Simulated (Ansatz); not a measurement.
The cluster P₄⁺ (the lowest doublet isomer of a short search) was relaxed with PBE-D4 (def2-TZVP) in Ansatz in these states: charge +1 doublet, charge +1 quartet. The geometries follow in no particular order.

A:

```xyz
4

P    -1.242    0.190   -0.573
P    -0.285   -0.502    1.254
P     0.899   -0.907   -0.525
P     0.628    1.219   -0.156
```

B:

Cartesian coordinates in Å:
```
P 1.168 1.119 0.681
P -0.353 -0.458 1.029
P -1.514 -0.255 -0.851
P 0.699 -0.407 -0.859
```

Question: Judge from the bond lengths which geometry belongs to which state (an estimate).

Answer: A is the charge +1 doublet (P1–P3 2.406 Å, P2–P4 2.405 Å, P2–P3 2.175 Å); B is the charge +1 quartet (P1–P3 3.380 Å, P2–P4 2.162 Å, P2–P3 2.218 Å).
